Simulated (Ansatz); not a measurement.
Two shapes of singlet H3O(+).

Shape 1:

```xyz
4

O     0.0000    0.0000    0.0745
H     0.9429    0.0000   -0.1986
H    -0.4715    0.8166   -0.1986
H    -0.4715   -0.8166   -0.1986
```

Shape 2:

```xyz
4

O     0.0000    0.0000    0.0685
H     0.8675    0.0000   -0.1827
H    -0.4337    0.7513   -0.1827
H    -0.4337   -0.7513   -0.1827
```

Basis set: cc-pVTZ (spherical functions). Correlated methods keep 1 orbital frozen. Charge 1, multiplicity 1.

Computed with Ansatz (development build ahead of 0.2.0); each method stands on the lowest determinant of its kind that the runs found.

Task: Which shape is lower in energy, and by how much in each method?

Result:

```tsv
method	E(2) − E(1) (eV)
RHF	0.273
RHF-MP2	0.465
```

Shape 1 is lower.
